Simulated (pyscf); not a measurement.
H₂O (SMILES O) + O=SiH–OH (SMILES O=[SiH]O) -> HO–SiH(OH)–OH (SMILES O[SiH](O)O) (addition across a multiple bond or ene-type step; singlet surface; H–O broken, O–Si, H–O formed). Optimised with ωB97X-D3(BJ)/def2-SVP in PySCF. MP2 and CC: frozen core, UHF for open shells. ΔMP2 is the change of the MP2 total energy from the triple- to the quadruple-zeta basis. Energies in kcal/mol from the separated reactants.

| level | barrier | reaction energy |
|---|---|---|
| PBE/def2-TZVP | -17.2 | -61.4 |
| B3LYP-D3(BJ)/def2-TZVP | -15.8 | -65.8 |
| M06-2X/def2-TZVP | -20.2 | -72.7 |
| HF/def2-TZVP | -9.8 | -74.3 |
| MP2/def2-QZVPP | -16.0 | -66.4 |
| CCSD(T)/def2-TZVPP | -15.3 | -67.1 |
| CCSD(T)/def2-TZVPP + ΔMP2(QZVPP) | -15.3 | -67.3 |

Of the functionals in the table, B3LYP-D3(BJ) is closest to CCSD(T)/def2-TZVPP + ΔMP2(QZVPP) in the barrier (0.6 kcal/mol apart) and M06-2X least close (4.9 kcal/mol); that level has limits of its own. On the reactant side the descent ends in an adduct with a O–Si contact, 21.0 kcal/mol under the separated species and 3.0 kcal/mol under the saddle at ωB97X-D3(BJ)/def2-TZVP. At PBE, B3LYP-D3(BJ), M06-2X, HF, MP2, CCSD(T), CCSD(T) the saddle lies under the separated reactants, which points to a path from their complex (located at ωB97X-D3(BJ) alone). What is counted as formed (O–Si) is already present as a longer contact in the reactant adduct; forming that adduct is a step of its own. At ωB97X-D3(BJ) the barrier from the zero used here is -18.0 kcal/mol. This is the saddle that the search found; another between the same sides may lie lower. The CCSD(T) − MP2 part came from Ansatz, without density fitting, on the same reference.
